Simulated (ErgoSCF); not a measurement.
# PH2F (phosphinous fluoride(8ci,9ci)): HF/cc-pVDZ (Cartesian functions)

What is the energy change on altering one bond length of PH2F (phosphinous fluoride(8ci,9ci)) at HF/cc-pVDZ (Cartesian functions)? 

Program for the calculation: ErgoSCF 3.8.

2 further runs of the same task are left out: 2 set aside as unsound or not needed.

### 1 Starting point

PH2F has 4 atoms, charge 0, and is taken as a singlet. SMILES: `FP`. The shape is that of a GFN2-xTB optimisation.

Bond lengths: F1–P2 1.632 Å, P2–H3 1.406 Å, P2–H4 1.406 Å. Angles: F1–P2–H3 93.5°, F1–P2–H4 93.5°, H3–P2–H4 91.6°.

### 2 A single-point energy at HF/cc-pVDZ (Cartesian functions)

The input, molecule.xyz:

```xyz
4

F      1.160540     0.668850    -0.222660
P     -0.072030    -0.369080    -0.479670
H     -1.053910     0.574260    -0.129560
H     -0.034600    -0.874030     0.831900
```

The basis set cc-pVDZ is read from a file made from the Basis Set Exchange's data (not shown).

Run with:

```bash
$ ergo -m molecule.xyz -e 'set_nthreads(1)' -e 'scf.max_number_of_iterations = 100' -e 'basis = "cc-pVDZ"' -e 'tmpdir = "."' -e 'charge = 0' -e 'use_6_d_functions = 1' -e 'scf.output_mulliken_pop = 1' -e 'spin_polarization = 0' -e 'run "HF"'
```

The program printed:

```text
[...]
INMA  use_6_d_functions := 1
[...]
INSC Energy   1 =       -200.20830134579
[...]
INDE PURIFICATION CONVERGED after 43 iterations
[...]
INDE PURIFICATION CONVERGED after 38 iterations
[...]
INDE PURIFICATION CONVERGED after 31 iterations
[...]
INDE PURIFICATION CONVERGED after 31 iterations
[...]
INDE E(LUMO) - E(HOMO) <=          0.61660492231 =         16.77867478239 eV
[...]
INSC Energy  14 =       -441.34067302760  ( diff     -0.000000000004434 )
[...]
RESC CONVERGED after  14 iterations.
RESC FINAL ENERGY:       -441.34067302760
[...]
INSC SCF: dipole_moment_x [atomic units] =      -0.66479987
INSC SCF: dipole_moment_y [atomic units] =      -0.38943181
INSC SCF: dipole_moment_z [atomic units] =       0.11801013
[...]
```

It took 25 s on 1 thread of Intel Xeon at 2.50GHz (Skylake/Cascade Lake), shared host.

### 3 The distorted shape, same level

The input, mol.xyz:

```xyz
4
FH2P
F      1.156797     0.719343    -0.353813
P     -0.075773    -0.318587    -0.610823
H     -1.057653     0.624753    -0.260713
H     -0.034600    -0.874030     0.831900
```

The basis set cc-pVDZ is read from a file made from the Basis Set Exchange's data (not shown).

Run with:

```bash
$ ergo -m mol.xyz -e 'set_nthreads("env")' -e 'tmpdir = "."' -e 'basis = "cc-pVDZ"' -e 'scf.max_number_of_iterations = 100' -e 'scf.output_mulliken_pop = 1' -e 'use_6_d_functions = 1' -e 'run "HF"'
```

The program printed:

```text
[...]
INMA  use_6_d_functions := 1
[...]
INSC Energy   1 =       -199.65752714852
[...]
INDE PURIFICATION CONVERGED after 44 iterations
[...]
INDE PURIFICATION CONVERGED after 38 iterations
[...]
INDE PURIFICATION CONVERGED after 31 iterations
[...]
INDE PURIFICATION CONVERGED after 31 iterations
[...]
INDE E(LUMO) - E(HOMO) <=          0.61777306132 =         16.81046146422 eV
[...]
INSC Energy  14 =       -441.33532270566  ( diff     -0.000000000006708 )
[...]
RESC CONVERGED after  14 iterations.
RESC FINAL ENERGY:       -441.33532270566
[...]
INSC SCF: dipole_moment_x [atomic units] =      -0.66886292
INSC SCF: dipole_moment_y [atomic units] =      -0.34179039
INSC SCF: dipole_moment_z [atomic units] =       0.03777479
[...]
```

Run time: 25 s. Hardware: 1 thread of Intel Xeon at 2.50GHz (Skylake/Cascade Lake), shared host.

### 4 Outcome

Level: HF/cc-pVDZ (Cartesian functions).

| quantity | value |
| --- | --- |
| first shape: total energy | -441.34067 Eh |
| first shape: dipole moment | 1.98 D |
| distorted shape: total energy | -441.33532 Eh |
| distorted shape: dipole moment | 1.91 D |
| energy change with the P2–H4 bond stretched from 1.406 to 1.546 Å | 0.146 eV |

**Reading.** With the P2–H4 bond stretched from 1.406 to 1.546 Å the energy rises by 0.15 eV (14.0 kJ/mol). The first shape isn't relaxed at this level, so the change isn't measured from a minimum.
